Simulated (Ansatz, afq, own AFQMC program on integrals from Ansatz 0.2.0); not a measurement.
Two steps: Ansatz 0.2.0 writes the Fock matrix and Cholesky factors of the valence space, and afq projects on them the lowest state that overlaps trial and start.

```yaml
crystal:
  periodic: [false, false, false]
  atoms:
    - {symbol: N, position_ang: [0.000000, 0.000000, 0.000000]}
    - {symbol: P, position_ang: [0.000000, 0.000000, 1.479400]}
basis:
  gaussian: {orbitals: 6-31G}
magnetization: {spin_polarized: true, initial_magnetization: 0}
correlation: {method: ccsd_t, electrons: outside_noble_gas, hamiltonian_folder: ham}
```

```sh
$ ansatz run in.yaml --threads 1 --pin off --events-out ev --progress --plain --max-ram 16896MiB --backend cuda --devices 0, --max-vram 18GiB
```

afq runs on the folder ham with

```
--method phaseless --trial cisd --walkers 4000 --populations 20 --least-time 60 --time-step 0.005 --steps-per-block 50 --equilibration-blocks 28 --max-blocks 4000 --target-error 0.00019 --factor-cut 1e-05 --start spin_pure --seed 3431 --release-times 0.24,0.51,0.99,1.62,2.4 --release-step 0.03 --release-every 3 --taylor-order 6
```

Times are imaginary, in 1/Eh. The walk had a cap of 122 s. With eight or more populations the least sampling time is a fifth of least-time, and the error comes from their spread.

```
orbitals 16  electrons 5 5  factors 92 of 272
reference energy -395.05484760 Eh
CCSD correlation -0.18731060 Eh in 14 cycles, weight of the determinant in the CISD state 0.6548
energy of the start -395.200948 Eh
 block  time / (1/Eh)  mean weight  energy / Eh
     1     0.250  1.0004  -395.216901
     2     0.500  1.0003  -395.227620
     3     0.750  1.0002  -395.234881
     4     1.000  1.0001  -395.240078
     5     1.250  1.0001  -395.243792
     8     2.000  0.9999  -395.245961
    13     3.250  1.0002  -395.250029
    25     6.250  0.9998  -395.250250
    29     7.250  0.9997  -395.247068
    37     9.250  1.0000  -395.250867
    49    12.250  1.0001  -395.250057
    61    15.250  1.0000  -395.250132
    73    18.250  0.9999  -395.252078
    85    21.250  1.0000  -395.254184
    97    24.250  0.9999  -395.249593
   109    27.250  1.0000  -395.254297
   121    30.250  1.0000  -395.250949
   133    33.250  1.0002  -395.250340
   145    36.250  1.0001  -395.250269
   157    39.250  1.0000  -395.253450
   169    42.250  0.9998  -395.251783
   181    45.250  0.9998  -395.249217
   185    46.250  0.9998  -395.251706
error from the spread of 20 populations
released: time / (1/Eh)  energy / Eh  error  mean overlap
  0.24  -395.251125  0.000187  1.0000
  0.51  -395.251222  0.000139  1.0013
  0.99  -395.251490  0.000133  1.0004
  1.62  -395.251593  0.000154  0.9983
  2.40  -395.251868  0.000126  0.9988
energy -395.250914 +/- 0.000177 Eh
(rows thinned)
```

(1) Estimate how long the walk took on 1 × NVIDIA H100 80GB HBM3 with 2 threads of AMD EPYC 7R13 Processor (Zen 3) (shared host) (the card was shared).

The run passed its tests (sampling time, drift between the halves within three errors, error under three times the target), which doesn't prove that it has relaxed.

Against this walk (error 4.8 meV) on the same determinant: CCSD(T) 86.4 meV higher, CCSDT(Q) 1.7 meV lower (within the noise), CCSDTQ 7.6 meV lower (within the noise), full CI 16.9 meV lower. The error is statistical and leaves out the bias of the constraint. The determinant has ⟨S²⟩ = 0.77, so the low cluster orders mix in higher spin, while the walk starts as a pure singlet. The released energies are still falling (meV from the phaseless value at times in 1/Eh: -6 ± 5 at 0.24, -8 ± 4 at 0.51, -16 ± 4 at 0.99, -18 ± 4 at 1.62, -26 ± 3 at 2.40), so they give no level; they do show a bias of the constraint, and the last of them that isn't too noisy lies 9 meV below full CI. Full CI is exact here, so the walk's 17 meV above it is the walk's own error: the bias of the constraint with this trial. The determinant is a poor start (see the cautions), so the low cluster orders aren't to be relied on, and full CI is the sure value.

Cautions: constraint bias not in the error; strong correlation (T1 0.116, weight of the determinant 0.65, largest double 0.17); unrestricted determinant spin contaminated (⟨S²⟩ 0.77 against 0.00).

Answers

(1) 66 s of wall time.

CCSDT and higher add their correlation energy to the determinant of the CCSD(T) run, since their own runs factorise the integrals more tightly (a shift of under 2 meV). A walk keeps the symmetry of its determinant, which the program's search chose and which needn't be the lowest solution, so a lower state of the same spin and another symmetry isn't excluded.
